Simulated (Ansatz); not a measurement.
Gas-phase reaction in SMILES: CCN [ethanamine] → [CH3] (CH3) + [CH2]N (CH4N) (the C-C bond breaks)

Wanted: bond dissociation energy (electronic), in kcal/mol. Set-up: non-relativistic; frozen cores in correlated levels; 6-31G* and kin with 6d, 5d where marked; open shells spin-unrestricted; no dispersion term unless named; spin-orbit terms left out. Basis-set limits of correlation are two-point, X^-3; Hartree-Fock from the larger set. The bracket is a focal-point correction in the basis named. Ab initio and DFT rows: single points at B3LYP-D3(BJ) geometries (Ansatz, a quantum-chemistry and plane-wave program).

```csv
species,coefficient,"E at B3LYP/6-31G* (Ansatz), Eh","E at PBE0/def2-TZVPD (Ansatz), Eh"
CCN,-1,-135.17052,-135.06023
[CH3] (CH3),+1,-39.83826,-39.79919
[CH2]N (CH4N),+1,-95.19519,-95.12594
```

Coupled cluster (Ansatz) is a level with limits of its own, used here on species with T1 under 0.025 (0.045 for open shells) and stable references: RI-MP2/CBS(aug-cc-pVTZ,aug-cc-pVQZ)+[CCSD(T)-MP2]/aug-cc-pVTZ. Value to compare with, RI-MP2/CBS(aug-cc-pVTZ,aug-cc-pVQZ)+[CCSD(T)-MP2]/aug-cc-pVTZ (Ansatz): 89.0 kcal/mol. 1 Eh = 627.5095 kcal/mol.

**Question.** Work the quantity out at each level, and compare with RI-MP2/CBS(aug-cc-pVTZ,aug-cc-pVQZ)+[CCSD(T)-MP2]/aug-cc-pVTZ (Ansatz).

**Answer.** 
- B3LYP/6-31G*: the sum of coefficient times E is 0.13707 Eh, or 86.01 kcal/mol. Result: 86.0 kcal/mol. Its difference against RI-MP2/CBS(aug-cc-pVTZ,aug-cc-pVQZ)+[CCSD(T)-MP2]/aug-cc-pVTZ (Ansatz) is -3.0 kcal/mol.
- PBE0/def2-TZVPD: the sum of coefficient times E is 0.13510 Eh, or 84.78 kcal/mol. Result: 84.8 kcal/mol. Its difference against RI-MP2/CBS(aug-cc-pVTZ,aug-cc-pVQZ)+[CCSD(T)-MP2]/aug-cc-pVTZ (Ansatz) is -4.2 kcal/mol.
